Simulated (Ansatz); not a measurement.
**AlH3O (triplet): from Hartree-Fock to the top rungs at distance Al1–H4 along a hydrogen transfer = 1.641 Å, cc-pVDZ**

How much of the correlation energy of AlH3O (triplet) does each wave-function method recover here?

Computed with Ansatz 0.2.0, Gaussian basis. Level: cc-pVDZ, correlated electrons: outside noble gas.

To be run: UHF; CCSD(T) on ROHF; CCSD(T) on UHF; BCCD(T) on ROHF; CISD; CCSDT(Q) on ROHF; CCSDT(Q) on UHF; CASSCF and MRCISD+Q, 4 electrons in 4 orbitals; CASSCF and NEVPT2, 4 electrons in 4 orbitals.

## (1) The geometry

The geometry derives from fragments relaxed apart (PBE0/def2-TZVP) and kept rigid, so it is no stationary point. A hydrogen atom is moved between rigid fragments.

5 atoms, charge 0, spin multiplicity 3.

Atoms are counted from 1 here; the program's logs count them from 0.

Bond lengths: Al1–H2 1.586 Å, Al1–H3 1.586 Å, Al1–H4 1.641 Å. Angles: H2–Al1–H3 120.0°, H2–Al1–H4 120.0°, H3–Al1–H4 120.0°.

Geometry (Å):

```xyz
5
AlH3O
Al   -1.0324    0.0000    0.0000
H    -1.8253    1.3734    0.0000
H    -1.8253   -1.3734    0.0000
H     0.6086    0.0000    0.0000
O     1.9326    0.0000    0.0000
```

In the tables R marks a restricted open-shell determinant and U an unrestricted one; 'pair' is the active space of 4 electrons in 4 orbitals; correlation energies count from the lowest restricted Hartree-Fock solution.

## (2) UHF

in.yaml

```yaml
crystal:
  periodic: [false, false, false]
  atoms:
    - {symbol: Al, position_ang: [-1.032367, 0.000000, 0.000000]}
    - {symbol: H, position_ang: [-1.825291, 1.373384, 0.000000]}
    - {symbol: H, position_ang: [-1.825291, -1.373384, 0.000000]}
    - {symbol: H, position_ang: [0.608633, 0.000000, 0.000000]}
    - {symbol: O, position_ang: [1.932633, 0.000000, 0.000000]}
basis:
  gaussian: {orbitals: cc-pVDZ}
magnetization: {spin_polarized: true, initial_magnetization: 2}
hamiltonian: {xc: hf}
output: {orbitals: {seedname: orbitals}}
```

Run with:

```sh
ansatz run in.yaml --threads 1 --pin off --events-out ev --progress --plain --max-ram 2393MiB
```

The runs that follow: CCSD(T) on ROHF; CCSD(T) on UHF; BCCD(T) on ROHF; CISD; CCSDT(Q) on ROHF; CCSDT(Q) on UHF; CASSCF and MRCISD+Q, 4 electrons in 4 orbitals; CASSCF and NEVPT2, 4 electrons in 4 orbitals.

Q: Predict the results of all the runs planned. Wanted: correlation energy, UCCSDT(Q); RMP2 from UCCSDT(Q); UMP2 from UCCSDT(Q); RCCSD from UCCSDT(Q); RCCSD(T) from UCCSDT(Q); UCCSD(T) from UCCSDT(Q); RCCSDT(Q) from UCCSDT(Q); NEVPT2 pair from UCCSDT(Q); MRCISD+Q pair from UCCSDT(Q).

The runs gave:

```
                                      quantity                                                   value
                 correlation energy, UCCSDT(Q)                                              -7.0432 eV
                           RMP2 from UCCSDT(Q)                                             +1231.5 meV
                           UMP2 from UCCSDT(Q)                                             +1237.4 meV
                          RCCSD from UCCSDT(Q)                                              +140.7 meV
                       RCCSD(T) from UCCSDT(Q)                                               +35.0 meV
                       UCCSD(T) from UCCSDT(Q)                                               +33.8 meV
                      RCCSDT(Q) from UCCSDT(Q)                                                +1.0 meV
                    NEVPT2 pair from UCCSDT(Q)                                             +1107.5 meV
                  MRCISD+Q pair from UCCSDT(Q)                                               +68.8 meV
levels of the table within 1 kcal/mol (43 meV)  RCCSD(T), UCCSD(T), BCCD(T), RCCSDT, UCCSDT, RCCSDT(Q)
                                 T1 diagnostic                                                   0.036
```

In words: RCCSD(T) lands +35.0 meV from the yardstick (0.5 % of the correlation energy). Of the multireference levels listed MRCISD+Q pair comes nearest in total energy (+68.8 meV), which doesn't show that its space is the better one. These misses are within one basis, not against nature; the frozen cores of restricted and unrestricted runs differ, which can shift their rows.
